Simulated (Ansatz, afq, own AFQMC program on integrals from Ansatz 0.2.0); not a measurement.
AFQMC on a folder of integrals that Ansatz 0.2.0 wrote.

```yaml
crystal:
  periodic: [false, false, false]
  atoms:
    - {symbol: Cl, position_ang: [0.000000, 0.000000, 0.000000]}
basis:
  gaussian: {orbitals: 6-31G}
magnetization: {spin_polarized: true, initial_magnetization: 1}
correlation: {method: ccsd_t, electrons: outside_noble_gas, hamiltonian_folder: ham}
```

```sh
$ ansatz run in.yaml --threads 1 --pin off --events-out ev --progress --plain --max-ram 16896MiB --backend cuda --devices 0, --max-vram 18GiB
```

Options of the walk:

```
--method phaseless --trial cisd --walkers 4000 --populations 20 --least-time 60 --time-step 0.005 --steps-per-block 50 --equilibration-blocks 28 --max-blocks 4000 --target-error 0.0001 --factor-cut 1e-05 --start spin_pure --seed 5518 --release-times 0.24,0.5,1,1.5 --release-step 0.02 --release-every 3 --taylor-order 6
```

Times are imaginary, in 1/Eh. The walk had a cap of 122 s. With eight or more populations the least sampling time is a fifth of least-time, and the error comes from their spread.

Output of the walk:

```
orbitals 8  electrons 4 3  factors 29 of 59
reference energy -459.44293921 Eh
CCSD correlation -0.03059217 Eh in 7 cycles, weight of the determinant in the CISD state 0.9842
energy of the start -459.473533 Eh
 block  time / (1/Eh)  mean weight  energy / Eh
     1     0.250  1.0000  -459.473496
     2     0.500  1.0000  -459.473555
     3     0.750  1.0000  -459.473646
     4     1.000  0.9999  -459.473690
     5     1.250  0.9999  -459.473792
    10     2.500  0.9999  -459.473815
    15     3.750  1.0000  -459.473944
    20     5.000  1.0000  -459.473825
    25     6.250  1.0000  -459.473874
    30     7.500  1.0000  -459.473924
    34     8.500  0.9999  -459.473770
    35     8.750  0.9999  -459.473798
    40    10.000  1.0001  -459.473877
    45    11.250  1.0000  -459.473815
    50    12.500  1.0001  -459.473802
    55    13.750  1.0002  -459.473823
    60    15.000  1.0000  -459.473839
    65    16.250  1.0000  -459.473869
    66    16.500  0.9999  -459.473936
    70    17.500  1.0002  -459.473781
    75    18.750  1.0001  -459.473890
    78    19.500  1.0001  -459.473846
error from the spread of 20 populations
released: time / (1/Eh)  energy / Eh  error  mean overlap
  0.24  -459.473857  0.000009  1.0002
  0.50  -459.473858  0.000008  0.9988
  1.00  -459.473858  0.000005  0.9990
  1.50  -459.473879  0.000019  0.9998
energy -459.473852 +/- 0.000010 Eh
(rows thinned)
```

The run passed its tests (sampling time, drift between the halves within three errors, error under three times the target), which doesn't prove that it has relaxed.

Against this walk (error 0.3 meV) on the same determinant: CCSD(T) 1.0 meV higher, CCSDT(Q) 0.3 meV lower (within the noise), CCSDTQ 0.2 meV lower (within the noise), full CI 0.2 meV lower (within the noise). The error is statistical and leaves out the bias of the constraint. Released to 1.50 1/Eh the energy moves by -0.7 ± 0.6 meV (both errors), within twice the noise.

Cautions: constraint bias not in the error.

The walk took 23 s on 1 × NVIDIA H100 80GB HBM3 with 2 threads of AMD EPYC 7R13 Processor (Zen 3), on a shared host (the card was shared). The log's last line is the phaseless energy.

CCSDT and higher add their correlation energy to the determinant of the CCSD(T) run, since their own runs factorise the integrals more tightly (a shift of under 2 meV). A walk keeps the symmetry of its determinant, which the program's search chose and which needn't be the lowest solution, so a lower state of the same spin and another symmetry isn't excluded.
